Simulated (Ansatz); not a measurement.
Several settings on one geometry of (H3Si)2O (Si₂OH₆) (that of the charge 0 singlet, r2SCAN-D4/def2-TZVP). Ansatz on 4 threads of Intel Xeon Platinum 8259CL on a shared host; times are rough.

```xyz
9

Si   -0.9288   -1.0923    0.6341
H    -1.0302   -0.6483    2.0476
H    -0.7125   -2.5569    0.5876
H    -2.1925   -0.7529   -0.0696
O     0.3414   -0.3638   -0.0955
Si    0.9809    1.0368   -0.6485
H     2.3515    0.7592   -1.1368
H     0.1548    1.5731   -1.7602
H     1.0354    2.0451    0.4412
```

Totals from different functionals, basis sets or treatments of relativity can't be compared as stabilities.

The 6-31G sets use Cartesian d functions.

The spins typed aren't always the lowest for that charge.

(1) Give the basis size and estimate the energy, ⟨S²⟩ and time of these runs.

```csv
run,method,charge,state,further keys
1,RKS PBE0-D3(BJ)/6-31G*,0,singlet,scf: {lower_state_search: off}
2,RKS ωPBEh/STO-3G,0,singlet,nuclear_model: gaussian; scf: {omitted_lower_state_checks: [starts]}
3,UKS ωB97/def2-mTZVP,0,triplet,forces asked
4,UKS PBE0-D4/aug-cc-pVDZ,0,triplet,scf: {omitted_lower_state_checks: [starts]}
```

Results:

(1) 
```csv
run,functions,energy (Eh),⟨S²⟩,wall time
1,65,-657.5043,–,0.55 s
2,29,-649.7825,–,0.55 s
3,86,-657.5912,2.01,16 s
4,131,-657.2973,2.01,7.5 s
```
